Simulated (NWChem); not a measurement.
Species: chloroform (CHCl3); SMILES ClC(Cl)Cl

Program: NWChem. Pople sets run with spherical d functions. The geometry was optimised at PBE0/def2-SVP. Level TPSS/6-31G*: energy and gradient; each run changes one setting, and changes count from the defaults (medium grid, exact Coulomb integrals, symmetry on).

Problem. Which setting moves the energy most, and by about how much (defaults; tight SCF thresholds and tolerances; Coulomb fitting, Weigend set; Becke weights; Coulomb fitting, Ahlrichs set; symmetry off)?

Solution. Coulomb fitting, Ahlrichs set, by about 900 μHa.
| setting | size of the energy change (μHa) | largest change of a gradient component (μHa/bohr) |
|---|---|---|
| defaults | < 10 | < 30 |
| Becke weights | < 10 | 60 |
| Coulomb fitting, Ahlrichs set | 900 | 200 |
| tight SCF thresholds and tolerances | < 10 | < 30 |
| symmetry off | < 10 | other frame |
| Coulomb fitting, Weigend set | 100 | < 30 |
